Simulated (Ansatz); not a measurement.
Correlation energies of `C=CC(=O)Cl` by basis set

```xyz
8

C     0.740   -0.907    0.547
C    -0.364   -0.254    0.204
C    -0.269    0.960   -0.625
O     0.712    1.465   -1.055
Cl   -1.875    1.665   -0.958
H     1.713   -0.555    0.223
H     0.696   -1.801    1.156
H    -1.352   -0.573    0.508
```

Charge 0, multiplicity 1. The geometry is a stationary point of PBE0-D4/def2-TZVP. It is one conformer, not always the lowest. Frozen core, restricted reference, the Gaussian-basis code of Ansatz. CBS rows extrapolate triple and quadruple zeta; past MP2 they add the triple-zeta difference.

```tsv
basis	HF (Eh)	MP2 corr.	CCSD corr.	(T)	CCSD(T) total
def2-SVP	?	-0.70468	?	?	?
def2-TZVPP	-649.78125	-0.89000	-0.91887	-0.04466	-650.74478
def2-QZVPP	-649.80221	?	–	–	–
CBS(def2)	-649.80510	-1.00891	-1.03778	as TZ	-650.88754
```

Q: Fill in the withheld values. (Best estimate.)

A: The calculation gave: def2-SVP HF (Eh): -649.40015; def2-SVP CCSD corr.: -0.73950; def2-SVP (T): -0.02664; def2-SVP CCSD(T) total: -650.16629; def2-QZVPP MP2 corr.: -0.95831.
